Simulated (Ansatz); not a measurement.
System: hydrogen peroxide, H₂O₂, charge 0, multiplicity 1. 
Geometry from a B3LYP-D3(BJ)/def2-TZVP (Ansatz, a quantum-chemistry and plane-wave program) optimisation:
SMILES: OO
```xyz
4

O      0.0155     0.7238    -0.0702
O     -0.0112    -0.7261    -0.0419
H      0.8057     0.8967     0.4614
H     -0.8394    -0.8786     0.4355
```
Charge 0, spin multiplicity 1.

Atomisation energy built up term by term with Ansatz (kcal/mol; UHF references for open shells; valence terms freeze the core; atomic spin-orbit terms are left out). Basis-set limits of correlation are two-point, X^-3; Hartree-Fock from the larger set.

| term | basis | kcal/mol |
|---|---|---|
| Hartree-Fock | def2-QZVPPD | … |
| CCSD correlation | CBS(def2-TZVPPD,def2-QZVPPD) | … |
| (T) | CBS(def2-TZVPPD,def2-QZVPPD) | 9.15 |
| CCSDT - CCSD(T) | cc-pVDZ | 0.03 |
| core correlation | cc-pwCVTZ | 0.53 |
| scalar relativity (X2C) | cc-pVTZ-DK against cc-pVTZ | -0.37 |
| sum: De |  | … |

Task: Fill in the missing entries.

Result: 
- Hartree-Fock, kcal/mol: 134.08
- CCSD correlation, kcal/mol: 125.45
- sum: De, kcal/mol: 268.9
